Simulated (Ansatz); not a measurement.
# H2S, SMILES S: the interaction energy of a dimer with the counterpoise correction

With the Python package of Ansatz (0.2.0).

The cells in order, each with its output:

**Cell 1**
```python
import ansatz as az
```

**Cell 2**
```python
FIRST = [
    ("S", (0.489, -0.277, 0.2407)),
    ("H", (0.0977, 0.9873, 0.1611)),
    ("H", (-0.5867, -0.7103, -0.4018)),
]
SECOND = [
    ("S", (3.0972, -1.5051, 0.4779)),
    ("H", (2.1511, -1.4465, 1.4048)),
    ("H", (3.5333, -2.6783, 0.9153)),
]
```

**Cell 3**
```python
def energy(atoms, ghosts=()):
    molecule = az.Crystal.molecule()
    for symbol, xyz in atoms:
        molecule = molecule.atom(symbol, xyz)
    calc = (
        molecule.calculation()
        .basis(gaussian="def2-SVPD")  # atom-centred Gaussian functions
        .functional("HF")
    )
    deck = calc.input()
    if ghosts:
        deck = deck.set(az.key.basis.gaussian.ghost_atoms, [{"symbol": s, "position_ang": list(xyz)} for s, xyz in ghosts])
    return az.Session.from_dict(deck).plan().execute().report["free_energy_ev"]
```

**Cell 4**
```python
# ghost atoms carry the functions of the partner
both = energy(FIRST + SECOND)
alone = energy(FIRST) + energy(SECOND)
ghosted = energy(FIRST, SECOND) + energy(SECOND, FIRST)
print(f"dimer {both:.6f} eV")
print(f"interaction, uncorrected   {(both - alone):8.3f} eV")
print(f"interaction, counterpoise  {(both - ghosted):8.3f} eV")
print(f"basis-set superposition    {(alone - ghosted):8.3f} eV")
```
Output:
```text
dimer -21690.907388 eV
interaction, uncorrected      0.626 eV
interaction, counterpoise     0.651 eV
basis-set superposition       0.025 eV
```

Uncorrected it is 0.626 eV, with the counterpoise correction 0.651 eV; the difference, 0.025 eV, is the superposition error. In this basis both values are repulsive.

Reading the output:
- Total energies depend on the basis set; only differences at equal settings carry meaning.
- The dimer is a generated trial pose of unrelaxed monomers, not a minimum, so the figure is no binding energy, and the basis set is small.
- Hartree-Fock leaves correlation out, so bond, atomisation and ionisation energies come out well too low.
- This level lacks the dispersion part of the attraction (electrostatics and induction are there), which can decide the sign where the interaction is weak.
- Hardware and time: 1.5 s on 1 thread of Arm Neoverse V2, with other jobs on the host, peak memory 0.19 GiB.
